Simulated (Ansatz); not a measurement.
## SbH$_{2}$⁻, triplet in def2-TZVPD: errors against UCCSDT(Q)

Geometry: a PBE0/def2-TZVPD stationary point for this spin, not checked as a minimum.

```xyz
3

Sb    0.0000    0.0000    0.0000
H     0.0000    0.0000   -2.1109
H     0.0000    0.0000    2.1109
```

Basis def2-TZVPD with its core potentials; Ansatz 0.2.0. Only valence electrons are correlated (noble-gas cores and the filled d shells of p-block atoms frozen), which leaves 8 electrons in 65 orbitals. R marks a restricted (for open shells ROHF) determinant, U an unrestricted one. Active spaces: valence = (8e, 6o) chosen from the atoms' valence shells. No spin–orbit coupling is included; scalar relativity enters through the core potentials alone.

Full CI isn't at hand for all of this; UCCSDT(Q) serves as the reference, and is uncertain by about the last step of the cluster series. The frozen core follows each run's orbitals, which can shift R against U totals by a few meV for light atoms and by up to 0.1 eV past Ca.

- UHF ⟨S²⟩: 2.018
- T1 diagnostic (RCCSD): 0.0243
- largest doubles amplitude (RCCSD): 0.071
- T1 diagnostic (UCCSD): 0.0199

Problem. From what is known of these methods and the diagnostics, rank them by the size of their error in total energy against UCCSDT(Q) in def2-TZVPD, smallest first (an estimate: the text doesn't fix the numbers).
A. UCCSD
B. UCCSD(T)
C. UMP2
D. UHF
E. UCCSDT

Solution. E (0.17 kcal/mol), B (0.90 kcal/mol), A (4.44 kcal/mol), C (21.49 kcal/mol), D (96.62 kcal/mol).

All errors are against UCCSDT(Q) in def2-TZVPD. Within each family the higher level lies nearer, as is usual though not guaranteed.

Natural occupations of CASSCF (valence space) about the gap: 1.999 1.990 1.958 1.000 1.000 0.052; effectively unpaired electrons, Σ n²(2−n)², 2.02.
